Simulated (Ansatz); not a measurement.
# AlPH2 (triplet): the correlation ladder, def2-TZVPP

One table from this session's results is given with a row withheld; the runs are named, their logs left out.

The runs use Ansatz 0.2.0, Gaussian basis; def2-TZVPP, core rule «outside noble gas», up to 10 orbitals frozen.

Plan: UHF; ROHF; CCSD(T) on UHF.

2 further runs of the same task are left out: 2 set aside as unsound or not needed.

## The system

The geometry is a PBE0/def2-TZVP stationary point (not a proven minimum) of the parent state, kept for this charge and spin.

4 atoms, charge 0, spin multiplicity 3.

Atoms are counted from 1 here; the program's logs count them from 0.

Bond lengths: Al1–P2 2.131 Å, Al1–H3 1.583 Å, P2–H4 1.451 Å. Angles: P2–Al1–H3 176.8°, Al1–P2–H4 75.4°.

Set-up of the first run:

File in.yaml:

```yaml
crystal:
  periodic: [false, false, false]
  atoms:
    - {symbol: Al, position_ang: [0.000000, 0.003348, 1.103758]}
    - {symbol: P, position_ang: [0.000000, 0.045326, -1.026381]}
    - {symbol: H, position_ang: [0.000000, -0.116866, 2.681764]}
    - {symbol: H, position_ang: [0.000000, -1.365594, -0.687779]}
basis:
  gaussian: {orbitals: def2-TZVPP}
magnetization: {spin_polarized: true, initial_magnetization: 2}
hamiltonian: {xc: hf}
output: {orbitals: {seedname: orbitals}}
```

Command:

```console
> ansatz run in.yaml --threads 1 --pin off --events-out ev --progress --plain --max-ram 4096MiB --backend cpu
```

Among the steps run: UHF; ROHF; CCSD(T) on UHF.

One table of the session follows, with a row left open; its other results are not shown here.

| method | from UCCSD(T) (kcal/mol) |
| --- | --- |
| ROHF | ? |
| UHF | +150.15 |
| UMP2 | +28.86 |
| UCCSD | +6.38 |
| UCCSD(T) | 0 |

Estimate the missing values for ROHF.

The run gave: from UCCSD(T) (kcal/mol): +154.43. In the column «from UCCSD(T) (kcal/mol)» it is the highest.
